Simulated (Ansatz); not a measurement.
Rock-salt HfC: PBE at its full settings (plane-wave cutoff 520 eV, 20×20×20 k mesh, Fermi–Dirac smearing 0.05 eV, scalar-relativistic PAW data made under PBE) and at cheaper ones, in a cell of 2 atoms with Γ-centred meshes.

```
level and setting                              equilibrium lattice constant a (Å)  bulk modulus (GPa)
---------------------------------------------  ----------------------------------  ------------------
PBE (Ansatz)                                                                4.651                 234
PBE (300 eV cutoff) (Ansatz)                                                4.650                 235
PBE (2×2×2 k mesh) (Ansatz)                                                 4.696                 237
PBE (4×4×4 k mesh) (Ansatz)                                                 4.643                 233
PBE (6×6×6 k mesh) (Ansatz)                                                 4.652                 234
PBE (Fermi-Dirac smearing of 0.3 eV) (Ansatz)                               4.652                 233
```

Largest shifts from the full settings: lattice constant a +0.97 % (PBE (2×2×2 k mesh)), against a difference of +0.28 % of the full result from the reference 4.638 Å (measured, temperature not stated, not corrected to a static lattice; as tabulated in Zhang et al. (2018), doi:10.1088/1367-2630/aac7f0); bulk modulus +1.3 % (PBE (2×2×2 k mesh)), against a difference of -3.3 % of the full result from the reference 242 GPa (measured, room temperature, no zero-point or thermal correction, sources range from 242 to 286; as tabulated in Synthesis of Binary Transition Metal Nitrides, Carbides and Borides from the …).

Ansatz's density-functional and Hartree–Fock values are scalar-relativistic unless marked +SOC, with PAW data made under PBE.

Run with cheap settings on purpose, which may leave them unconverged: PBE (2×2×2 k mesh), PBE (300 eV cutoff), PBE (4×4×4 k mesh), PBE (6×6×6 k mesh), PBE (Fermi-Dirac smearing of 0.3 eV).

Ansatz is an electronic-structure program.
